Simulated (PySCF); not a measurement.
From a log to its input

A PySCF 2.14 run on the atoms Al 0 0 0; S 0 0 2.256 (angstrom) printed this (some set-up lines and the per-cycle HOMO/LUMO lines with their warnings removed):

```
PySCF version 2.14.0


nuclear repulsion = 48.7893882408511
number of shells = 10
number of NR pGTOs = 82
number of NR cGTOs = 36
basis = cc-pvdz-dk
ecp = {}

******** <class 'pyscf.df.df_jk.DFsfX2C1eUHF'> ********
method = DFsfX2C1eUHF
initial guess = minao
damping factor = 0
level_shift factor = 0
DIIS = <class 'pyscf.scf.diis.CDIIS'>
SCF conv_tol = 1e-09
SCF max_cycles = 50
number electrons alpha = 15  beta = 14

******** <class 'pyscf.x2c.sfx2c1e.SpinFreeX2CHelper'> ********
approx = 1e
xuncontract = 1
******** <class 'pyscf.df.df.DF'> ********
auxbasis = def2-universal-jkfit
init E= -640.789119369922

cycle= 1 E= -640.865616910155  delta_E= -0.0765  |g|= 0.278  |ddm|= 0.845
cycle= 2 E= -640.909154961842  delta_E= -0.0435  |g|= 0.239  |ddm|= 0.655
cycle= 3 E= -640.95646298397  delta_E= -0.0473  |g|= 0.0331  |ddm|= 0.256
cycle= 4 E= -640.95932595693  delta_E= -0.00286  |g|= 0.0124  |ddm|= 0.0894
cycle= 5 E= -640.959850589958  delta_E= -0.000525  |g|= 0.00586  |ddm|= 0.0367
cycle= 6 E= -640.960022774632  delta_E= -0.000172  |g|= 0.00389  |ddm|= 0.0206
cycle= 7 E= -640.960123721614  delta_E= -0.000101  |g|= 0.00265  |ddm|= 0.0168
cycle= 8 E= -640.960197871705  delta_E= -7.42e-05  |g|= 0.000842  |ddm|= 0.0238
cycle= 9 E= -640.96020283676  delta_E= -4.97e-06  |g|= 0.00021  |ddm|= 0.00635
cycle= 10 E= -640.960203040469  delta_E= -2.04e-07  |g|= 0.000109  |ddm|= 0.00106
cycle= 11 E= -640.960203109751  delta_E= -6.93e-08  |g|= 6.51e-05  |ddm|= 0.000468
cycle= 12 E= -640.960203147587  delta_E= -3.78e-08  |g|= 2.37e-05  |ddm|= 0.000502
cycle= 13 E= -640.960203151231  delta_E= -3.64e-09  |g|= 9.93e-06  |ddm|= 0.000147
cycle= 14 E= -640.9602031517  delta_E= -4.69e-10  |g|= 2.87e-06  |ddm|= 6.21e-05
Extra cycle  E= -640.960203151716  delta_E= -1.58e-11  |g|= 1.71e-06  |ddm|= 5.32e-06
converged SCF energy = -640.960203151716  <S^2> = 0.81030657  2S+1 = 2.0594238

******** <class 'pyscf.cc.dfuccsd.UCCSD'> ********
CC2 = 0
CCSD nocc = (np.int64(5), np.int64(4)), nmo = (26, 26)
frozen orbitals 10
max_cycle = 50
direct = 0
conv_tol = 1e-07
conv_tol_normt = 1e-06
Init t2, MP2 energy = -0.161080904395409
Init E_corr(UCCSD) = -0.161080904399879
cycle = 1  E_corr(UCCSD) = -0.174265915001542  dE = -0.0131850106  norm(t1,t2) = 0.102011
cycle = 2  E_corr(UCCSD) = -0.181457939406781  dE = -0.00719202441  norm(t1,t2) = 0.0415886
cycle = 3  E_corr(UCCSD) = -0.1829596119353  dE = -0.00150167253  norm(t1,t2) = 0.0312509
cycle = 4  E_corr(UCCSD) = -0.186358652215992  dE = -0.00339904028  norm(t1,t2) = 0.0182819
cycle = 5  E_corr(UCCSD) = -0.186122443050953  dE = 0.000236209165  norm(t1,t2) = 0.00739928
cycle = 6  E_corr(UCCSD) = -0.186215600417051  dE = -9.31573661e-05  norm(t1,t2) = 0.00364558
cycle = 7  E_corr(UCCSD) = -0.186346699927378  dE = -0.00013109951  norm(t1,t2) = 0.00172311
cycle = 8  E_corr(UCCSD) = -0.186320943774759  dE = 2.57561526e-05  norm(t1,t2) = 0.000509255
cycle = 9  E_corr(UCCSD) = -0.186318940623051  dE = 2.00315171e-06  norm(t1,t2) = 0.000231228
cycle = 10  E_corr(UCCSD) = -0.186317841951545  dE = 1.09867151e-06  norm(t1,t2) = 7.98636e-05
cycle = 11  E_corr(UCCSD) = -0.186318910676856  dE = -1.06872531e-06  norm(t1,t2) = 3.60868e-05
cycle = 12  E_corr(UCCSD) = -0.186318812581224  dE = 9.80956316e-08  norm(t1,t2) = 1.68399e-05
cycle = 13  E_corr(UCCSD) = -0.18631865371939  dE = 1.58861834e-07  norm(t1,t2) = 9.19908e-06
cycle = 14  E_corr(UCCSD) = -0.186318393722448  dE = 2.59996942e-07  norm(t1,t2) = 5.20243e-06
cycle = 15  E_corr(UCCSD) = -0.186318341360706  dE = 5.23617419e-08  norm(t1,t2) = 3.29256e-06
cycle = 16  E_corr(UCCSD) = -0.186318358289332  dE = -1.69286254e-08  norm(t1,t2) = 1.55208e-06
cycle = 17  E_corr(UCCSD) = -0.186318392656761  dE = -3.43674297e-08  norm(t1,t2) = 7.02747e-07
UCCSD converged
E(UCCSD) = -641.1465215443725  E_corr = -0.1863183926567613

******** <class 'pyscf.cc.eom_uccsd.EOMIP'> ********
max_space = 20
max_cycle = 50
conv_tol = 1e-07
partition = None
EOM-CCSD root 0 E = 0.3120579211325193  qpwt = 0.919105  conv = True
EOM-CCSD root 1 E = 0.3120579232847918  qpwt = 0.919105  conv = True
EOM-CCSD root 2 E = 0.3210052450426805  qpwt = 0.900364  conv = True
EOM-CCSD root 3 E = 0.3210055369848184  qpwt = 0.900367  conv = True
EOM-CCSD root 4 E = 0.3424298017677741  qpwt = 0.916636  conv = True
EOM-CCSD root 5 E = 0.3989665455070118  qpwt = 0.00767629  conv = True
roots (eV) = [ 8.492  8.492  8.735  8.735  9.318 10.856]
Dipole moment(X, Y, Z, Debye): -0.00000,  0.00000, -4.53591
orbital energies (hartree): [array([-0.3702, -0.3475, -0.3475,  0.0256,  0.0256,  0.115 ]), array([-0.4046, -0.3309, -0.3309, -0.034 ,  0.0385,  0.0385])]
```

Task: Write the input that gave this log.

Result: The input was:

```python
from pyscf import gto, scf, cc

mol = gto.M(
    atom='Al 0 0 0; S 0 0 2.256',
    basis='cc-pvdz-dk',
    charge=0,
    spin=1,
    verbose=4,
)
mf = scf.UHF(mol)
mf = mf.sfx2c1e()
mf = mf.density_fit(auxbasis='def2-universal-jkfit')
mf.kernel()
mycc = cc.CCSD(mf, frozen=10)
mycc.kernel()
e = mycc.ipccsd(nroots=6)[0]
print('roots (eV) =', (e*27.211386).round(3))
mf.dip_moment()
print('orbital energies (hartree):', [e[max(0, n-3):n+3].round(4) for e, n in zip(mf.mo_energy, mol.nelec)])
```

The bond length is a typed value, not an optimised one. No search for the lowest solution was made.
